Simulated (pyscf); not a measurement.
Elimination: `[CH3][Si][CH3]` [singlet] -> `[CH2]=[Si]=[CH2]` + `[H][H]`

Gas phase, singlet surface, charge 0. Bonds broken: C1–H4, C3–H7. Bonds formed: H4–H7. Single points on ωB97X-D3(BJ)/def2-SVP structures (PySCF, gas phase).

Transition state (Å):

```xyz
9

C     -1.9639     0.5270     0.2066
Si    -0.5039    -0.1960     0.9439
C      0.6445    -0.4196    -0.4087
H     -1.3070     0.4264    -1.5016
H     -2.9975     0.3812     0.5553
H     -1.7805     1.5706    -0.0988
H     -0.4490     0.3832    -1.6388
H      0.3152    -1.2296    -1.0805
H      1.7415    -0.3757    -0.3323
```

One imaginary mode, 989i cm⁻¹; descent along it reached the two sides named.

```json
[
 {"bond": "C1–H4", "change": "breaks", "reactant side (Å)": "1.104", "saddle": "1.833", "product side": "3.6"},
 {"bond": "C3–H7", "change": "breaks", "reactant side (Å)": "1.104", "saddle": "1.831", "product side": "3.6"},
 {"bond": "H4–H7", "change": "forms", "reactant side (Å)": "2.8", "saddle": "0.870", "product side": "0.760"}
]
```

Electronic energies relative to the reactant's lowest minimum found (kcal/mol):

```csv
level,barrier,reaction energy,reverse barrier
ωB97X-D3(BJ)/def2-TZVP,102.1,+69.8,32.3
PBE/def2-TZVP,83.4,+62.6,20.8
r²SCAN/def2-TZVP,87.5,+63.4,24.1
B3LYP-D3(BJ)/def2-TZVP,89.9,+65.4,24.5
PBE0-D3(BJ)/def2-TZVP,93.9,+69.0,24.9
M06-2X/def2-TZVP,99.2,+67.3,31.9
ωB97M-D3(BJ)/def2-TZVP,98.8,+68.9,29.9
HF/def2-TZVP,121.3,+74.3,47.0
```

With ωB97M-D3(BJ)/def2-TZVP energies and thermal terms (ideal gas, 1 atm, RRHO with modes under 100 cm⁻¹ raised to 100, one conformer, R ln 2 for chiral ones without a mode under 150 cm⁻¹), in kcal/mol:

```json
[
 {"T (K)": "298", "ΔH‡": "92.8", "ΔG‡": "93.7", "ΔH": "+62.5", "ΔG": "+55.1"},
 {"T (K)": "600", "ΔH‡": "93.0", "ΔG‡": "94.6", "ΔH": "+63.5", "ΔG": "+47.1"},
 {"T (K)": "900", "ΔH‡": "93.2", "ΔG‡": "95.4", "ΔH": "+63.9", "ΔG": "+38.8"},
 {"T (K)": "1200", "ΔH‡": "93.3", "ΔG‡": "96.0", "ΔH": "+63.8", "ΔG": "+30.5"}
]
```

The same reactants have a lower exit, to H₂C=SiH–CH₃ (barrier +40.8 kcal/mol at ωB97M-D3(BJ)/def2-TZVP, against +98.8 kcal/mol here). H₃C–Si:–CH₃ [singlet] lies 7.4 kcal/mol over its isomer H₂C=CH–SiH₃ (electronic energy, ωB97M-D3(BJ)/def2-TZVP). H₂C=Si=CH₂ lies 33.7 kcal/mol over its isomer HC≡C–SiH₃ (electronic energy, ωB97M-D3(BJ)/def2-TZVP). One saddle was located; it need not be the lowest between these sides. A restricted solution here is unstable towards spin polarisation, so biradical character is likely and single-reference numbers are less safe.
